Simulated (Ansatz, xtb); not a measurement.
## Loss of CH3F: C3H5F → C2H2 + CH3F

Species: C3H5F `C/C=C\F`, singlet; C2H2 (acetylene) `C#C`, singlet; CH3F (fluoromethane) `CF`, singlet. 

Shapes, held fixed at every level: PBE0-D4/def2-TZVP. Programs: Ansatz 0.2.0, xtb 6.7.1. Electronic energies: no zero-point or thermal term.

(1) Estimate ΔE of this reaction.

Answers

(1) The highest level, CCSD(T)/CBS estimate, gives ΔE = +176.9 kJ/mol; the levels span +174.0 to +212.3. The column of differences is taken from that level and isn't an error. No measured value is set beside it here. The CBS estimate extrapolates MP2 from def2-TZVPP and def2-QZVPP and adds CCSD(T) − MP2 in the triple-zeta set, cores frozen.

| level | kind | ΔE (kJ/mol) | less CCSD(T)/CBS estimate |
| --- | --- | --- | --- |
| GFN2-xTB | semi-empirical | +186.8 | +9.9 |
| r2SCAN-D4/def2-TZVPP | meta-GGA | +204.3 | +27.4 |
| B3LYP-D4/def2-TZVPP | global hybrid | +186.0 | +9.1 |
| PBE0-D4/def2-TZVPP | global hybrid | +212.3 | +35.4 |
| B2PLYP/def2-TZVPP | double hybrid | +174.0 | -2.9 |
| MP2/def2-TZVPP | perturbation theory | +174.9 | -2.0 |
| CCSD/def2-TZVPP | coupled cluster or CI | +176.0 | -0.9 |
| CCSD(T)/CBS estimate | coupled cluster or CI | +176.9 | 0.0 |
